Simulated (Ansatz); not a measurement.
# BClH2O: the cost of one run

Program: Ansatz 0.2.0. Level of theory: RKS revPBE-D4/def2-TZVP. These are calculated values, not measurements.

### 1 Starting point

Bond lengths: B1–O2 1.610 Å, O2–H3 1.010 Å, B1–Cl5 1.860 Å. Angles: B1–O2–H3 75.9°, O2–B1–Cl5 155.0°.

As a file:

```xyz
5

B     0.0000    0.0000    0.0000
O     0.9238    0.0000    1.3186
H     0.0143   -0.2814    1.6557
H     1.3899    0.0000    0.0173
Cl   -1.6108    0.0000   -0.9300
```

### 2 Pulling towards end A

Springs on the bonds that form and break draw the guess towards this end; the thresholds are loose.

input.yaml reads:

```yaml
crystal:
  periodic: [false, false, false]
  atoms:
    - { symbol: B, position_ang: [0.0, 0.0, 0.0] }
    - { symbol: O, position_ang: [0.9238, 0.0, 1.3186] }
    - { symbol: H, position_ang: [0.0143, -0.2814, 1.6557] }
    - { symbol: H, position_ang: [1.3899, 0.0, 0.0173] }
    - { symbol: Cl, position_ang: [-1.6108, 0.0, -0.93] }
basis:
  gaussian: { orbitals: def2-TZVP }
hamiltonian:
  xc: revpbe
  dispersion: d4
relax:
  f_tol: 0.15
  max_steps: 25
  restrain:
    - { distance: [1, 3], at: 2.21, k: 30.0 }
    - { distance: [0, 1], at: 1.41, k: 30.0 }
    - { distance: [0, 3], at: 1.19, k: 30.0 }
```

On the command line:

```
$ ansatz run input.yaml --threads 2 --pin off --max-ram 3072MiB --backend cpu --events-out ev --progress --plain --runs-dir out
```

Q: Estimate wall time and peak memory on 2 threads of Intel Xeon Platinum 8259CL at 2.50GHz (Skylake/Cascade Lake), shared host.

About 9.2 s, with a peak of 0.17 GiB.
